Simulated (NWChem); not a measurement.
Lowest excitation of dimethyl ether (C2H6O)

```
O
C 1 1.3909
C 1 1.3909 2 113.18
H 2 1.0993 1 108.09 3 180.00
H 3 1.0993 1 108.09 2 180.00
H 2 1.1095 4 108.34 1 121.78
H 2 1.1095 4 108.34 6 116.44
H 3 1.1095 5 108.34 1 -121.78
H 3 1.1095 5 108.34 8 -116.44
```
Charge 0, spin multiplicity 1.

All runs are NWChem calculations. The geometry was optimised at PBE0/def2-SVP, a minimum by its harmonic frequencies.

Basis set: def2-SVP.

B3LYP has NWChem's definition, with VWN1-RPA local correlation.

Task: One of these methods gave a lowest vertical singlet excitation energy of 10.20 eV. Which?
A) TD-PBE
B) TD-PBE0
C) CIS
D) TD-B3LYP

Result: C, CIS. The others give 6.78 (TD-PBE), 7.49 (TD-B3LYP), 7.79 (TD-PBE0).
